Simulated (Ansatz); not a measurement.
fcc Ag was calculated with LDA in Ansatz (plane waves, PAW).

Run with plane-wave cutoff 500 eV, 20×20×1 k mesh (along the axes of the cell as run), Fermi–Dirac smearing 0.1 eV, scalar-relativistic PAW data made under PBE.

Q: Predict the surface energy of the (100) face and work function of the (100) face.

A: 
- surface energy of the (100) face: 1.30 J/m²
- work function of the (100) face: 4.70 eV

The slab of 6 atoms is relaxed and unreconstructed.

Ansatz is a program for electronic structure.
